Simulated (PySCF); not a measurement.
Threshold energies of AlO in a plasma

PBE0 in PySCF with def2-TZVP on every atom, for the lowest determinant that a PBE0 search found; no spin–orbit coupling.

```csv
species,state (unpaired electrons),Re (Å),ωe (cm⁻¹),energy of the minimum from the neutral (eV),De (eV),dissociates to
AlO,doublet (σ ↑),1.620,968,0.00,5.04,Al + O
AlO⁺,"triplet (σ ↑, π ↑)",1.733,766,9.70,1.42,Al⁺ + O
```

Problem. Work out the lowest energy to break AlO into atoms, from its vibrational ground state.

Solution. D0 = De − ωe/2 = 5.04 − 0.06 = 4.98 eV (PBE0/def2-TZVP).

Problem. Work out the ionisation energy of the Al atom at this level and the threshold of dissociative ionisation.

Solution. IE(Al) = 9.70 + 1.42 − 5.04 = 6.08 eV, so Al⁺ + O + e⁻ appears at D0 + IE(Al) = 11.06 eV (PBE0/def2-TZVP). The measured IE(Al) is 5.986 eV (NIST ASD).

These are thermodynamic thresholds; the onsets seen under electron impact lie higher where the geometry changes, and cross-sections peak well above them.

For an ion De counts to the pair picked by the measured ionisation energies or electron affinities, which need not be the lowest pair at this level. States were picked by a PBE0 search and need not be the measured ground states.
